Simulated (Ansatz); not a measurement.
## A barrier at the coupled-cluster level

Start structure (BSiH6F, closed shell), relaxed at PBE0-D4/def2-TZVP:

B1  (-0.483, -0.609, -1.729)
F2  (-1.553, -1.381, -1.748)
H3  (0.587, -1.134, -1.615)
H4  (-0.638, 0.569, -1.882)
H5  (-0.574, -0.298, 0.653)
Si6  (0.425, 0.517, 1.399)
H7  (1.115, -0.356, 2.380)
H8  (-0.285, 1.613, 2.103)
H9  (1.406, 1.079, 0.439)
(Å)

The step: BH₂F ([BH2][F]) + SiH₄ → BSiH₅ ([BH2][SiH3]) + HF; bonds formed: B1–Si6, F2–H5; bonds broken: B1–F2, H5–Si6. Computed with Ansatz 0.2.0 (basis: def2-TZVPP and def2-QZVPP); correlated methods freeze the cores. Extrapolation: Hartree–Fock as exp(−7.88 √X), correlation as X^−2.97. Energies below are by CCSD(T) at an estimated basis limit (MP2 extrapolated from triple and quadruple zeta, plus CCSD(T) − MP2 in triple zeta).

Question: What are the electronic barrier and the energy of the step, from the start structure to the end structure? (An estimate is asked for; the value comes from the calculation.)

Answer: By the calculation: Barrier 52.86 kcal/mol; step energy 36.97 kcal/mol (uphill); reverse barrier, their difference, 15.88 kcal/mol. Barrier and step energy count from the start structure, the reverse barrier from the end structure.

The saddle point: One imaginary mode of 1016i cm⁻¹.
| pair | start (Å) | saddle (Å) | end (Å) |
| --- | --- | --- | --- |
| B1–Si6 | 3.45 | 2.12 | 2.02 |
| F2–H5 | 2.81 | 1.10 | 0.94 |
| B1–F2 | 1.32 | 1.65 | 1.94 |
| H5–Si6 | 1.49 | 1.96 | 2.43 |

Zero-point energy (harmonic, PBE0-D4): ZPE is 34.53 kcal/mol at the start and 34.04 kcal/mol at the saddle, so the barrier goes from 52.86 to 52.37 kcal/mol.

T1 diagnostic: at most 0.014. The start structure is not quite a true minimum (one mode of 46i cm⁻¹).

Labels in which every atom is bracketed show which atoms are joined, not bond orders.

For scale, one of the runs: CCSD(T)/def2-TZVPP, 188 basis functions, launched by `ansatz run in.yaml --threads 2 --pin off --events-out ev --progress --plain --max-ram 4352MiB`. Time: 46 s of wall clock on 2 CPU threads of an Arm Neoverse V1; the host was shared. Peak host memory: 2 GiB.
